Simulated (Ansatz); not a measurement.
Relaxation of ClH$_{5}$NSi (8 atoms, charge 0, multiplicity 2), to a largest force component of 0.03 eV/Å in at most 50 steps.

Computed with Ansatz, UKS PBE0-D4/6-31G*.

```xyz
8
Properties=species:S:1:pos:R:3:forces:R:3
Si -0.029 0.007 -0.149 0.00 0.00 -0.27
H -0.202 0.023 1.311 0.04 0.01 0.28
Cl 1.991 -0.022 -0.614 -0.06 0.00 0.04
H -0.634 1.217 -0.752 0.01 0.05 -0.04
H -0.655 -1.206 -0.727 0.01 -0.06 -0.04
N -0.291 0.179 3.565 0.10 -0.02 0.11
H -0.179 -0.793 3.897 0.01 0.09 -0.04
H 0.633 0.595 3.767 -0.12 -0.07 -0.04
```

Q: Where does it end, and by what steps?

A: The run converged. The force dipped under the threshold on the way, but the program's further checks kept it going. After 39 steps the energy has fallen by 0.159 eV; H2 moved furthest, 1.50 Å.

| step | energy less start (eV) | largest force component (eV/Å) | accepted |
| --- | --- | --- | --- |
| 0 | 0.0000 | 0.283 | yes |
| 2 | -0.0016 | 0.438 | yes |
| 4 | -0.0075 | 0.027 | yes |
| 6 | -0.0086 | 0.136 | yes |
| 8 | -0.0108 | 0.011 | yes |
| 10 | -0.0125 | 0.314 | no |
| 12 | -0.0186 | 0.138 | yes |
| 14 | -0.0285 | 0.237 | yes |
| 16 | -0.0342 | 0.122 | yes |
| 18 | -0.0417 | 0.095 | yes |
| 20 | -0.0437 | 0.102 | yes |
| 22 | -0.0115 | 1.179 | no |
| 24 | -0.0469 | 0.287 | no |
| 26 | -0.0484 | 0.121 | yes |
| 28 | -0.0497 | 0.265 | yes |
| 30 | -0.0517 | 0.561 | yes |
| 32 | -0.0818 | 0.106 | yes |
| 34 | -0.1217 | 0.354 | yes |
| 36 | -0.1483 | 0.459 | yes |
| 38 | -0.1549 | 0.178 | yes |
| 39 | -0.1594 | 0.022 | yes |

```xyz
8
Properties=species:S:1:pos:R:3
Si -0.222 0.191 0.137
H -1.100 1.138 0.859
Cl 1.768 0.477 0.682
H -0.243 0.537 -1.312
H -0.607 -1.229 0.290
N 0.051 -0.385 2.909
H 0.696 -1.129 3.204
H 0.291 0.398 3.530
```

Whether the end is a true minimum wasn't checked by a vibrational analysis.

The run took 2.3 min on 1 thread of Arm Neoverse V2 (shared host), peak memory 0.16 GiB.
